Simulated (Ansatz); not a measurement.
# BSiH (triplet): from Hartree-Fock to the top rungs, 6-31G

How much of the correlation energy of BSiH (triplet) does each wave-function method recover here?

Computed with Ansatz 0.2.0, Gaussian basis. Level: 6-31G, core rule «outside noble gas», up to 6 orbitals frozen.

To be run: UHF; CCSD(T) on ROHF; CCSD(T) on UHF; BCCD(T) on ROHF; CISD; CCSDT(Q) on ROHF; CCSDT(Q) on UHF; CISDTQ; CCSDTQ on ROHF; CCSDTQ on UHF; CASSCF and MRCISD+Q, 8 electrons in 9 orbitals; CASSCF and NEVPT2, 8 electrons in 9 orbitals; Full CI.

19 further runs of the same task are left out: 10 that didn't finish, 9 set aside as unsound or not needed.

## (1) What is computed

The geometry is a PBE0/def2-TZVP stationary point (not a proven minimum) of the parent state, kept for this charge and spin.

3 atoms, charge 0, spin multiplicity 3.

Atoms are counted from 1 here; the program's logs count them from 0.

Bond lengths: Si1–B2 2.039 Å, Si1–H3 1.516 Å. Angles: B2–Si1–H3 180.0°.

## (2) UHF

The input, in.yaml:

```yaml
crystal:
  periodic: [false, false, false]
  atoms:
    - {symbol: Si, position_ang: [0.000000, 0.000000, 0.174230]}
    - {symbol: B, position_ang: [0.000000, 0.000000, -1.864326]}
    - {symbol: H, position_ang: [0.000000, 0.000000, 1.690095]}
basis:
  gaussian: {orbitals: 6-31G}
magnetization: {spin_polarized: true, initial_magnetization: 2}
hamiltonian: {xc: hf}
output: {orbitals: {seedname: orbitals}}
```

Launch:

```bash
ansatz run in.yaml --threads 1 --pin off --events-out ev --progress --plain --max-ram 2393MiB
```

After this run come: CCSD(T) on ROHF; CCSD(T) on UHF; BCCD(T) on ROHF; CISD; CCSDT(Q) on ROHF; CCSDT(Q) on UHF; CISDTQ; CCSDTQ on ROHF; CCSDTQ on UHF; CASSCF and MRCISD+Q, 8 electrons in 9 orbitals; CASSCF and NEVPT2, 8 electrons in 9 orbitals; Full CI.

**Question.** What will the summary of the whole plan be? Wanted: FCI below the RHF energy; RMP2 from FCI; UMP2 from FCI; RCCSD from FCI; RCCSD(T) from FCI; UCCSD(T) from FCI; RCCSDT(Q) from FCI; UCCSDT(Q) from FCI; NEVPT2 valence from FCI.

As calculated:

| quantity | value |
| --- | --- |
| FCI below the RHF energy | -3.2927 eV |
| RMP2 from FCI | +1131.1 meV |
| UMP2 from FCI | +1261.0 meV |
| RCCSD from FCI | +169.0 meV |
| RCCSD(T) from FCI | +48.7 meV |
| UCCSD(T) from FCI | +55.6 meV |
| RCCSDT(Q) from FCI | +2.2 meV |
| UCCSDT(Q) from FCI | +0.6 meV |
| NEVPT2 valence from FCI | +232.6 meV |
| MRCISD+Q valence from FCI | +3.8 meV |
| levels within 1 kcal/mol (43 meV) | RCCSDT, UCCSDT, CISDTQ, RCCSDT(Q), UCCSDT(Q), RCCSDTQ, UCCSDTQ, MRCISD valence, MRCISD+Q valence |
| T1 diagnostic | 0.040 |
| effectively unpaired electrons | 2.17 |

RCCSD(T) misses by +48.7 meV, 1.5 % of the correlation energy. One determinant dominates. Of the multireference levels listed MRCISD+Q valence comes nearest in total energy (+3.8 meV), which doesn't show that its space is the better one. These misses are within one basis, not against nature; the frozen cores of restricted and unrestricted runs differ, which can shift their rows.
